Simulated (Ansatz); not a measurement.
Cartesian coordinates (Å):
```xyz
3

O      0.0072     0.3988     0.0000
H     -0.7575    -0.1858     0.0000
H      0.7503    -0.2129     0.0000
```
Charge 0, spin multiplicity 1.

These are frozen-core CCSD(T)/cc-pVTZ // PBE0-D3(BJ)/def2-SVP in Ansatz (a first-principles code) values and carry that method's errors.

```json
{
 "HF energy": "-76.05665 Ha",
 "MP2 correlation energy": "-0.26198 Ha"
}
```

**Question.** Estimate the CCSD correlation energy, the (T) correction, the total energy and the T1 diagnostic.

**Answer.** 
```json
{
 "CCSD correlation energy": "-0.26784 Ha",
 "(T) correction": "-0.00770 Ha",
 "CCSD(T) total energy": "-76.33220 Ha",
 "T1 diagnostic": "0.007"
}
```
